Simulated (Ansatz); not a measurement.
A calculation with Ansatz (development build ahead of 0.2.0).

```yaml
crystal:
  periodic: [false, false, false]
  atoms:
    - { symbol: O, position_ang: [0.00072, 0.83932, -0.71556] }
    - { symbol: H, position_ang: [1.0e-05, 1.59519, -0.11053] }
    - { symbol: Cl, position_ang: [-0.00013, -0.48829, 0.34206] }
basis:
  gaussian: { orbitals: def2-TZVP }
hamiltonian:
  xc: hf
correlation:
  method: mp2
  frozen_orbitals: { Cl: 5, H: 0, O: 1 }
```

The input is written out in the form of the current development build from the run's settings.

Results

```
Converged                       : yes
Reference energy                : -534.91453 hartree
Correlation energy              : -0.43132 hartree
Total energy                    : -535.34584 hartree
Spin squared of the determinant : 0.000
```
